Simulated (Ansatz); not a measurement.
A single point on C$_{4}$H$_{7}$F (`C=C(C)CF`).

```yaml
crystal:
  periodic: [false, false, false]
  atoms:
    - {symbol: C, position_ang: [-0.123663, 1.523055, 0.162105]}
    - {symbol: C, position_ang: [0.003761, 0.208531, 0.043176]}
    - {symbol: C, position_ang: [0.894250, -0.623265, 0.908934]}
    - {symbol: C, position_ang: [-0.746611, -0.570548, -0.987019]}
    - {symbol: F, position_ang: [-1.553370, 0.221220, -1.770494]}
    - {symbol: H, position_ang: [0.429842, 2.070068, 0.916562]}
    - {symbol: H, position_ang: [-0.781687, 2.083905, -0.489127]}
    - {symbol: H, position_ang: [0.323299, -1.388061, 1.445993]}
    - {symbol: H, position_ang: [1.413169, -0.007587, 1.643468]}
    - {symbol: H, position_ang: [1.646166, -1.150812, 0.312575]}
    - {symbol: H, position_ang: [-1.381285, -1.324383, -0.503898]}
    - {symbol: H, position_ang: [-0.046672, -1.097123, -1.648275]}
basis:
  gaussian: {orbitals: def2-TZVPP}
hamiltonian: {xc: pbe}
correlation: {method: rpa}
```

```sh
$ ansatz run in.yaml --threads 4 --pin off --events-out ev --progress --plain --max-ram 10444MiB
```

Output, abridged:

```
Functional definition: PBE
1508 factors; integrals over basis functions are off by at most 1.0e-3 eV
mean field evaluation 1: about -6959.3969 eV, gradient 7.5e1 eV
mean field evaluation 2: about -6959.3939 eV, gradient 7.5e1 eV
mean field evaluation 4: about -6972.1606 eV, gradient 1.7e1 eV
mean field evaluation 8: about -6972.7788 eV, gradient 8.2e-1 eV
mean field evaluation 16: about -6972.7808 eV, gradient 2.1e-4 eV
mean field -6972.78080647 eV, -256.2449683174 hartree, gradient 6.0e-6 eV, S^2 0.000000; 0 other end points of the search recorded, 0 dependent functions left out
5 core orbitals not correlated: weight in the atoms' cores, before any rotation towards them, 1.000 or more for the frozen orbitals, at most 0.000 for the correlated occupied ones
reference -6939.31155830 eV, -255.0149961333 hartree; 15, 15 occupied and 233, 233 virtual orbitals, 1508 factors
Total energy: -6979.88510125 eV, -256.5060463349 hartree
```

It took 2.3 s on 4 threads of an AMD EPYC 9R45 on a shared host, with 0.66 GiB of host memory at the peak.
